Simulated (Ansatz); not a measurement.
# C₂H₇S+: a ladder of functionals and wavefunction methods

An exercise on one series of results from a longer session: the logs are not shown, and one member is left open.

Method: functionals in def2-TZVPP, the program's frozen cores in correlated methods; program: Ansatz 0.2.0, Gaussian basis.

Plan: LDA (SPW92), PBE-D4, revPBE-D4, BLYP-D4, r2SCAN-D4, B97M-V, PBE0-D4, B3LYP-D4, r2SCANh-D4, r2SCAN0-D4, HSE06-D4, BHLYP-D4, CAM-B3LYP-D4, LC-ωPBE, ωB97X-V, ωB97M-V, B2PLYP, PBE-QIDH; CCSD(T)/def2-SVP; CCSD(T)/def2-TZVPP; CCSD(T)/def2-QZVPP; extrapolation to the limit; RPA on PBE.

## Structure used throughout

The geometry comes from an earlier relaxation with PBE0-D4 in a triple-zeta def2 set; it is a stationary point, not always the lowest conformer.

SMILES `C[SH+]C`, 10 atoms, charge 1, spin multiplicity 1.

Atoms are counted from 1 here; the program's logs count them from 0.

Bond lengths: C1–S2 1.793 Å, C1–H4 1.091 Å, C1–H5 1.088 Å, C1–H6 1.090 Å, S2–C3 1.793 Å, S2–H7 1.350 Å, C3–H8 1.090 Å, C3–H9 1.091 Å, C3–H10 1.088 Å. Angles: S2–C1–H4 107.0°, S2–C1–H5 110.9°, S2–C1–H6 106.6°, H4–C1–H5 111.5°, H4–C1–H6 109.4°, H5–C1–H6 111.3°, C1–S2–C3 104.3°, C1–S2–H7 99.1°, C3–S2–H7 99.1°, S2–C3–H8 106.6°, S2–C3–H9 106.9°, S2–C3–H10 110.9°, H8–C3–H9 109.4°, H8–C3–H10 111.3°, H9–C3–H10 111.5°.

The first run:

in.yaml reads:

```yaml
crystal:
  periodic: [false, false, false]
  atoms:
    - {symbol: C, position_ang: [-1.166034, 0.673816, -0.471616]}
    - {symbol: S, position_ang: [-0.224555, -0.850736, -0.409729]}
    - {symbol: C, position_ang: [1.070239, -0.522061, 0.786102]}
    - {symbol: H, position_ang: [-1.869232, 0.579977, -1.299817]}
    - {symbol: H, position_ang: [-0.508991, 1.531481, -0.602238]}
    - {symbol: H, position_ang: [-1.717779, 0.736599, 0.466770]}
    - {symbol: H, position_ang: [0.490906, -0.707251, -1.545309]}
    - {symbol: H, position_ang: [0.590711, -0.499435, 1.765101]}
    - {symbol: H, position_ang: [1.764263, -1.362059, 0.741994]}
    - {symbol: H, position_ang: [1.570482, 0.419678, 0.568743]}
basis:
  gaussian: {orbitals: def2-TZVPP}
total_charge: 1
hamiltonian: {xc: lda}
output: {orbitals: {seedname: orbitals}}
```

Command:

```sh
$ ansatz run in.yaml --threads 2 --pin off --events-out ev --progress --plain --max-ram 32768MiB --backend cuda --devices 0, --max-vram 18GiB
```

Steps of the session up to this table: LDA; PBE-D4 (GGA); revPBE-D4 (GGA); BLYP-D4 (GGA); r2SCAN-D4 (meta-GGA); B97M-V (meta-GGA); B3LYP-D4 (hybrid); r2SCANh-D4 (hybrid); r2SCAN0-D4 (hybrid); HSE06-D4 (hybrid); BHLYP-D4 (hybrid); CAM-B3LYP-D4 (range-separated); LC-ωPBE (range-separated); ωB97X-V (range-separated); ωB97M-V (range-separated); B2PLYP (double hybrid); PBE-QIDH (double hybrid).

One table of the session follows, with a row left open; its other results are not shown here.

It belongs to the step «Frontier levels by functional». Levels, from each run's orbital file:

| functional | HOMO (eV) | LUMO (eV) | gap (eV) |
| --- | --- | --- | --- |
| LDA (SPW92) | -13.81 | -6.77 | 7.04 |
| PBE-D4 | -13.78 | -6.66 | 7.13 |
| revPBE-D4 | -13.76 | -6.60 | 7.16 |
| BLYP-D4 | -13.67 | -6.59 | 7.09 |
| r2SCAN-D4 | -14.05 | -6.30 | 7.75 |
| B97M-V | -14.19 | -6.43 | 7.76 |
| PBE0-D4 | -15.10 | -5.62 | 9.48 |
| B3LYP-D4 | -14.89 | -5.92 | 8.96 |
| r2SCANh-D4 | -14.53 | -5.92 | 8.61 |
| r2SCAN0-D4 | -15.27 | -5.37 | 9.89 |
| HSE06-D4 | -14.70 | -6.00 | 8.70 |
| BHLYP-D4 | -16.33 | -4.63 | 11.69 |
| CAM-B3LYP-D4 | -16.49 | -4.55 | 11.94 |
| LC-ωPBE | -17.89 | -3.26 | 14.63 |
| ωB97X-V | -17.52 | -3.42 | 14.10 |
| ωB97M-V | ? | ? | ? |

**Question.** Estimate the row for ωB97M-V.

**Answer.** HOMO (eV): -17.35; LUMO (eV): -3.68; gap (eV): 13.67. In the column «HOMO (eV)» it lies between ωB97X-V (-17.52) and CAM-B3LYP-D4 (-16.49).
